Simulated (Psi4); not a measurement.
**C2H2F4 (norflurane): SVWN5/cc-pVDZ**

What is the vertical ionisation energy of C2H2F4 (norflurane) at SVWN5/cc-pVDZ? 

The calculation is run with Psi4 1.11.

18 further runs of the same task are left out: 16 that didn't finish, 2 set aside as unsound or not needed.

## 1. The structure to begin with

C2H2F4: 8 atoms, total charge 0, spin state singlet. SMILES: `FCC(F)(F)F`. The coordinates come from a PBE0-D4/def2-TZVP relaxation.

Bond lengths: F1–C2 1.364 Å, C2–C3 1.514 Å, C3–F4 1.332 Å, C3–F5 1.339 Å, C3–F6 1.332 Å, C2–H7 1.092 Å, C2–H8 1.092 Å. Some angles: F1–C2–C3 109.8°, C2–C3–F4 111.9°, C2–C3–F5 108.9°, C2–C3–F6 111.9°, F4–C3–F5 108.1°, F4–C3–F6 107.9°, F5–C3–F6 108.1°, F1–C2–H7 109.7°, F1–C2–H8 109.7°, C3–C2–H7 108.6°.

## 2. Energy and gradient at SVWN5/cc-pVDZ

The input, job.dat:

```
memory 1600 mb

molecule {
  0 1
  F
  C 1 r2
  C 2 r3 1 a3
  F 3 r4 2 a4 1 d4
  F 3 r5 4 a5 2 d5
  F 3 r6 4 a6 5 d6
  H 2 r7 1 a7 3 d7
  H 2 r8 7 a8 1 d8

  r2 = 1.364178
  r3 = 1.514264
  a3 = 109.80418
  r4 = 1.33237
  a4 = 111.87985
  d4 = 60.62484
  r5 = 1.339019
  a5 = 108.10307
  d5 = -119.86914
  r6 = 1.332309
  a6 = 107.85441
  d6 = -116.66945
  r7 = 1.092479
  a7 = 109.73899
  d7 = 119.32752
  r8 = 1.092493
  a8 = 110.29873
  d8 = -121.01402
  units angstrom
  symmetry c1
  no_reorient
  no_com
}

set globals {
  basis cc-pVDZ
  puream true
  e_convergence 1e-09
  d_convergence 1e-08
  scf_type pk
  dft_radial_points 99
  dft_spherical_points 590
}

energy_value, wavefunction = gradient("scf", dft_functional={"name": "SVWN5", "x_functionals": {"LDA_X": {}}, "c_functionals": {"LDA_C_VWN": {}}}, return_wfn=True)
oeprop(wavefunction, "DIPOLE", "MAYER_INDICES", "LOWDIN_CHARGES")
```

The run is started by

```console
psi4 -n 1 job.dat job.out
```

job.out:

```text
[...]
  Running in c1 symmetry.
[...]
  Nuclear repulsion =  273.039974857593165
[...]
  Multiplicity = 1
[...]
  Nalpha       = 25
  Nbeta        = 25
[...]
    Number of basis functions: 94
[...]
   @RKS iter   1:  -473.43480917961494   -5.09117e-03   6.02878e-03 ADIIS/DIIS
[...]
   @RKS iter  12:  -473.57530717956774   -3.18323e-12   1.99444e-09 DIIS
[...]
    Orbital Energies [Eh]
    ---------------------
    Doubly Occupied:
       1A    -24.136672     2A    -24.133945     3A    -24.133906
       4A    -24.104034     5A    -10.013953     6A     -9.877097
       7A     -1.215632     8A     -1.125037     9A     -1.122643
      10A     -1.111000    11A     -0.710356    12A     -0.609710
      13A     -0.545140    14A     -0.544991    15A     -0.519860
      16A     -0.463717    17A     -0.456565    18A     -0.410462
      19A     -0.410341    20A     -0.383159    21A     -0.370445
      22A     -0.368039    23A     -0.349528    24A     -0.309341
      25A     -0.303825
[...]
  @RKS Final Energy:  -473.57530717956774
   => Energetics <=
    Nuclear Repulsion Energy =            273.0399748575931653
    One-Electron Energy =               -1203.5294848192847894
    Two-Electron Energy =                 507.1278421872011108
    DFT Exchange-Correlation Energy =     -50.2136394050772310
    Empirical Dispersion Energy =           0.0000000000000000
    VV10 Nonlocal Energy =                  0.0000000000000000
    Total Energy =                       -473.5753071795677442
[...]
  -Total Gradient:
     Atom            X                  Y                   Z
    ------   -----------------  -----------------  -----------------
       1       -0.000006097525     0.001134880463     0.000809455367
       2        0.000026006759     0.015997703567     0.010952276258
       3       -0.000039669924    -0.006765114194     0.001333055171
       4       -0.002546199367     0.001043082668     0.001660214435
       5        0.000006149240    -0.000521000582    -0.003669167121
       6        0.002565792708     0.001044068151     0.001666972084
       7       -0.010912921755    -0.005961773925    -0.006382774856
       8        0.010907137345    -0.005961811188    -0.006378382556
[...]
 Multipole Moments:
 ------------------------------------------------------------------------------------
     Multipole            Electronic (a.u.)      Nuclear  (a.u.)        Total (a.u.)
 ------------------------------------------------------------------------------------
 L = 1.  Multiply by 2.5417464519 to convert [e a0] to [Debye]
 Dipole X            :          0.0000563           -0.0001862           -0.0001299
 Dipole Y            :         -3.3578241            3.9466939            0.5888698
 Dipole Z            :         -0.0820284            0.4029255            0.3208971
 Magnitude           :                                                    0.6706285
[...]
```

It took 23 s on 1 thread of Intel Xeon Platinum 8488C (Sapphire Rapids), shared host; peak memory 0.66 GiB.

## 3. The doublet cation: the energy at USVWN5/cc-pVDZ

The input, calc.py:

```python
import psi4

psi4.set_memory(1600000000)
psi4.set_num_threads(1)
psi4.core.set_output_file('output.dat', False)

geom = psi4.geometry("""
1 2
F     -0.224600    -1.506500     0.915200
C     -0.211200    -0.737800    -0.211700
C      0.211200     0.674300     0.135500
F      1.434400     0.711300     0.662400
F      0.217100     1.411800    -0.982100
F     -0.624600     1.243600     1.002900
H      0.502000    -1.148600    -0.930100
H     -1.212300    -0.705100    -0.647900
symmetry c1
""")

psi4.set_options({
    'basis': 'cc-pVDZ',
    'reference': 'uks',
    'puream': True,
    'e_convergence': 1e-09,
    'd_convergence': 1e-08,
    'scf_type': 'pk',
    'dft_radial_points': 99,
    'dft_spherical_points': 590,
    'maxiter': 200,
})

energy_value, wavefunction = psi4.energy("scf", dft_functional={"name": "SVWN5", "x_functionals": {"LDA_X": {}}, "c_functionals": {"LDA_C_VWN": {}}}, return_wfn=True)
psi4.oeprop(wavefunction, "WIBERG_LOWDIN_INDICES", "DIPOLE", "MAYER_INDICES", title="SCF")
print(f'scf energy: {energy_value:.10f} Eh')
```

The run is started by

```console
python calc.py
```

output.dat:

```text
[...]
  Running in c1 symmetry.
[...]
  Nuclear repulsion =  273.039960987056929
[...]
  Multiplicity = 2
[...]
  Nalpha       = 25
  Nbeta        = 24
[...]
    Number of basis functions: 94
[...]
   @UKS iter   1:  -473.01698982426666    4.12728e-01   5.33320e-03 ADIIS/DIIS
[...]
   @UKS iter  18:  -473.12646228892839   -5.79803e-12   6.25632e-09 DIIS
[...]
   @S^2 Observed:                7.505228963E-01
[...]
    Orbital Energies [Eh]
    ---------------------
    Alpha Occupied:
       1A    -24.448595     2A    -24.419386     3A    -24.418631
       4A    -24.418598     5A    -10.316823     6A    -10.186218
       7A     -1.494126     8A     -1.436108     9A     -1.399823
      10A     -1.399340    11A     -1.017092    12A     -0.882311
      13A     -0.820470    14A     -0.818909    15A     -0.815557
      16A     -0.762249    17A     -0.744730    18A     -0.690322
      19A     -0.679211    20A     -0.678253    21A     -0.642449
      22A     -0.641416    23A     -0.615121    24A     -0.615030
      25A     -0.605033
    Alpha Virtual:
[...]
  @UKS Final Energy:  -473.12646228892839
   => Energetics <=
    Nuclear Repulsion Energy =            273.0399609870569293
    One-Electron Energy =               -1189.3133947403880484
    Two-Electron Energy =                 492.8730112476966951
    DFT Exchange-Correlation Energy =     -49.7260397832939773
    Empirical Dispersion Energy =           0.0000000000000000
    VV10 Nonlocal Energy =                  0.0000000000000000
    Total Energy =                       -473.1264622889283942
[...]
 Multipole Moments:
 ------------------------------------------------------------------------------------
     Multipole            Electronic (a.u.)      Nuclear  (a.u.)        Total (a.u.)
 ------------------------------------------------------------------------------------
 L = 1.  Multiply by 2.5417464519 to convert [e a0] to [Debye]
 Dipole X            :          0.7347630           -1.1523862           -0.4176232
 Dipole Y            :          1.8239049           -2.8838426           -1.0599377
 Dipole Z            :          1.5978464           -2.4686435           -0.8707971
 Magnitude           :                                                    1.4339333
[...]
```

Standard output:

```text
scf energy: -473.1264622889 Eh
```

It took 23 s on 1 thread of Intel Xeon Platinum 8488C (Sapphire Rapids), shared host; peak memory 0.66 GiB.

## 4. Outcome

Level: SVWN5/cc-pVDZ.

| quantity | value |
| --- | --- |
| singlet C2H2F4: total energy | -473.57531 Eh |
| singlet C2H2F4: dipole moment | 1.70 D |
| singlet C2H2F4: HOMO energy | -8.27 eV |
| singlet C2H2F4: LUMO energy | 0.60 eV |
| singlet C2H2F4: HOMO–LUMO gap | 8.86 eV |
| singlet C2H2F4: largest force on an atom | 0.997 eV/Å |
| doublet cation: total energy | -473.12646 Eh |
| doublet cation: HOMO energy (highest over α and β) | -16.21 eV |
| doublet cation: LUMO energy (lowest over α and β) | -16.10 eV |
| doublet cation: ⟨S²⟩ | 0.751 |
| vertical ionisation energy (to the doublet cation) | 12.214 eV |

**Reading.** The vertical ionisation energy comes to 12.21 eV (1178 kJ/mol). The largest force (singlet C2H2F4) is 1.00 eV/Å: the shape isn't a stationary point for this species at this level. −ε(HOMO) before ionisation, 8.27 eV, is 3.95 eV below this ionisation energy.
